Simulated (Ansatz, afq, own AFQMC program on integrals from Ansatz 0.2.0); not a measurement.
Integrals from Ansatz 0.2.0, then the random walk in our own AFQMC program (afq).

```yaml
crystal:
  periodic: [false, false, false]
  atoms:
    - {symbol: Pt, position_ang: [0.000000, 0.075166, 0.078274]}
    - {symbol: F, position_ang: [0.000000, -2.272884, -2.366877]}
    - {symbol: F, position_ang: [0.000000, 1.350719, -1.250028]}
    - {symbol: F, position_ang: [0.000000, -1.200387, 1.406576]}
    - {symbol: F, position_ang: [0.000000, 1.350719, 1.406576]}
basis:
  gaussian: {orbitals: def2-SVP}
magnetization: {spin_polarized: true, initial_magnetization: 2}
correlation: {method: ccsd_t, electrons: outside_noble_gas, hamiltonian_folder: ham}
```

```sh
$ ansatz run in.yaml --threads 1 --pin off --events-out ev --progress --plain --max-ram 24576MiB --backend cuda --devices 0, --max-vram 18GiB
```

Options of the walk:

```
--method phaseless --trial cisd --walkers 1700 --populations 20 --least-time 60 --time-step 0.005 --steps-per-block 50 --equilibration-blocks 40 --max-blocks 4000 --target-error 0.00074 --factor-cut 1e-05 --start spin_pure --seed 4384 --release-times 0.24,0.48,0.8,1.2 --release-step 0.04 --release-every 5 --taylor-order 6
```

Times are imaginary, in 1/Eh. The walk had a cap of 361 s. With eight or more populations the least sampling time is a fifth of least-time, and the error comes from their spread. Core potentials past Kr, no spin–orbit coupling.

Log:

```
orbitals 80  electrons 20 18  factors 635 of 832
reference energy -515.67583325 Eh
CCSD correlation -0.95572451 Eh in 29 cycles, weight of the determinant in the CISD state 0.7617
energy of the start -516.628944 Eh
 block  time / (1/Eh)  mean weight  energy / Eh
     1     0.250  0.9998  -516.599966
     2     0.500  1.0005  -516.622952
     3     0.750  0.9998  -516.634027
     4     1.000  1.0003  -516.644235
     5     1.250  0.9996  -516.653008
     8     2.000  0.9993  -516.646272
    13     3.250  1.0012  -516.655030
    31     7.750  1.0015  -516.656993
    49    12.250  1.0004  -516.657393
    67    16.750  1.0009  -516.655585
    85    21.250  0.9995  -516.647378
   103    25.750  0.9998  -516.649545
   121    30.250  0.9992  -516.657929
   139    34.750  0.9985  -516.659470
   157    39.250  0.9991  -516.645274
   175    43.750  1.0001  -516.653155
   193    48.250  1.0007  -516.655615
   211    52.750  1.0007  -516.652608
   229    57.250  1.0012  -516.657387
   235    58.750  0.9998  -516.663085
   247    61.750  1.0004  -516.657108
   253    63.250  0.9999  -516.656194
error from the spread of 20 populations
released: time / (1/Eh)  energy / Eh  error  mean overlap
  0.24  -516.654407  0.000802  0.9968
  0.48  -516.656267  0.000905  0.9964
  0.80  -516.656323  0.002273  0.9951
  1.20  -516.678856  0.023739  1.0052
energy -516.653554 +/- 0.000433 Eh
(rows thinned)
```

The run passed its tests (sampling time, drift between the halves within three errors, error under three times the target), which doesn't prove that it has relaxed, ending at its cap on processor time. The second half of the sampling lies above the first by 1.9 errors of their difference, so the energy may still be moving and its error bar be too small.

Against this walk (error 11.8 meV) on the same determinant: CCSD(T) 0.5 meV higher (within the noise). The error is statistical and leaves out the bias of the constraint. None of these is a sure reference here. The released energies are too noisy to show the bias of the constraint.

Cautions: constraint bias not in the error; no spin-orbit coupling; outer-core shells of the metal frozen; lower spins were not checked; higher spins were not checked.

The walk took 10 min on 1 × NVIDIA H100 80GB HBM3 with 2 threads of AMD EPYC 7R13 Processor (Zen 3), with other jobs on the host (the card was shared). The log's last line is the phaseless energy.

A walk keeps the symmetry of its determinant, which the program's search chose and which needn't be the lowest solution, so a lower state of the same spin and another symmetry isn't excluded.
